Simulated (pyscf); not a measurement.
Thermochemistry of product channels of TeH₂ + silylene (SiH₂) [singlet] on the singlet surface, in kcal/mol, from ωB97M-D3(BJ)/def2-TZVP energies (ideal gas, 1 atm, RRHO with modes under 100 cm⁻¹ raised to 100, one conformer, R ln 2 for rigid chiral ones). PySCF, gas phase, ωB97X-D3(BJ)/def2-SVP geometries.

```json
[
 {"products": ":HSi–TeH [singlet] + hydrogen (H₂)", "ΔE": "-26.3", "ΔH(298 K)": "-25.6", "ΔG(298 K)": "-23.7", "ΔG(900 K)": "-20.9"},
 {"products": "H₃Si–TeH", "ΔE": "-67.5", "ΔH(298 K)": "-63.8", "ΔG(298 K)": "-53.9", "ΔG(900 K)": "-34.2"}
]
```

These are energies of the channels, which say nothing of barriers. Elements past Kr carry the def2 core potentials, without spin-orbit coupling.
